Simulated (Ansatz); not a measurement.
Species: PH$_{2}$, charge 1, singlet. A triplet may lie lower; no result for it is given here. PH2+ (parent SMILES [PH2], singlet).
B3LYP-D3(BJ)/def2-TZVP minimum from Ansatz (a program for electronic structure):
```
P
H 1 1.4276
H 1 1.4276 2 91.90
```
Charge +1, spin multiplicity 1.

Hartree-Fock and MP2 correlation energies in hartree (Ansatz). Radicals and triplets start from unrestricted determinants; spin-orbit coupling is neglected. Correlated methods leave the cores frozen. No relativity. The restricted determinant of H2P+ (parent SMILES [PH2], singlet) is unstable towards broken spin symmetry in at least one set run.

```csv
basis,X,E(HF),"E(corr, MP2)"
cc-pV(T+d)Z,3,-341.54602,-0.12144
cc-pV(Q+d)Z,4,-341.54938,-0.13010
cc-pV(5+d)Z,5,-341.55007,withheld
```

**Question.** Fit E(corr) = E∞ + A/X³ to X = 3 and 4, predict X = 5, and compare with the run.

**Answer.** A = (-0.12144 - (-0.13010))/(1/27 - 1/64) = 0.4044; E∞ = -0.13010 - A/64 = -0.13642; at X = 5, E∞ + A/125 = -0.13318. The run gave -0.13376, 0.58 mEh below the prediction. The same form on X = 4 and 5 gives E∞ = -0.13760, 1.18 mEh below the first estimate.
